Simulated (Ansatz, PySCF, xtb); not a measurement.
Stepwise substitution at one centre (B F-OH). Gas-phase values, no solvent. One relaxed conformer stands for each flexible species; it need not be the lowest. Strings in code marks are SMILES.

Quantity: redistribution energy (mixed species minus the weighted end members), in eV.

Level 1: frozen-core MP2/cc-pVTZ // r2SCAN-D4/def2-TZVP (Ansatz, a program for electronic structure)
Level 2: B3LYP/3-21G // r2SCAN-D4/def2-TZVP (PySCF)
Level 3: B3LYP/6-31G* // r2SCAN-D4/def2-TZVP (PySCF)
Level 4: GFN2-xTB (xtb)

| species | level 1 | level 2 | level 3 | level 4 |
|---|---|---|---|---|
| 2 of 3 F replaced by OH: `OB(O)F` (H–O–B–F torsion 0°, F–B–O–H torsion 0°) | -0.118 | -0.173 | -0.146 | -0.254 |
| 1 of 3 F replaced by OH: `OB(F)F` (H–O–B–F torsion 180°) | -0.095 | -0.151 | -0.111 | -0.215 |
